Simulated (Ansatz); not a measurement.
hcp Tl was calculated with revPBE in Ansatz (PAW).

Run with plane-wave cutoff 520 eV, 18×18×10 k mesh (along the axes of the cell as run), Fermi–Dirac smearing 0.05 eV, scalar-relativistic PAW data made under PBE.

Shape and atoms are relaxed at each volume.

Pressure at four volumes; x = ln(V/33.034 Å³). One pressure is withheld.

```csv
V (Å³/atom),x,P (GPa)
31.713,-0.0408,?
32.373,-0.0202,0.456
33.034,0.0000,0.001
34.355,0.0392,-0.747
```

Question: Pass a parabola P(x) through the three rows shown, estimate the bulk modulus and its pressure derivative near zero pressure, and predict the withheld pressure.

Answer: Slopes between the rows: (0.001 − (0.456))/(0.0000 − (-0.0202)) = -22.52 and (-0.747 − (0.001))/(0.0392 − (0.0000)) = -19.08 GPa. Their difference over the span 0.0594 is c = 3.44/0.0594 = 57.9 GPa, so P(x) = 0.456 + (-22.52)(x − (-0.0202)) + 57.9 (x − (-0.0202))(x − (0.0000)). At the middle row B = −dP/dx = −[-22.52 + 57.9 × 0.0202] = 21.4 GPa, and B′ = dB/dP = 2c/B = 5.4. At x = -0.0408 the parabola gives 0.969 GPa; the run gives 0.976 GPa. The Birch–Murnaghan fit to the energies at all volumes has B0 = 21.3 GPa and B′ = 5.6.

Measured, for comparison: bulk modulus 37.4 GPa (copied from a table, unchecked, extrapolated to 0 K and zero-point effects removed; as tabulated in Lejaeghere et al. (2013), arXiv:1204.2733). Computed (rounded) less measured: bulk modulus not scored (unchecked).

Note: the cell is over a tenth larger than the published one: the level's own overestimate first of all, though another phase or state, or a fault of the published cell, is possible; the bulk modulus comes from volumes at which shape and atoms were relaxed.

Spin–orbit coupling is not included; it can shift volumes and moduli of such heavy elements.

Ansatz is a first-principles code.
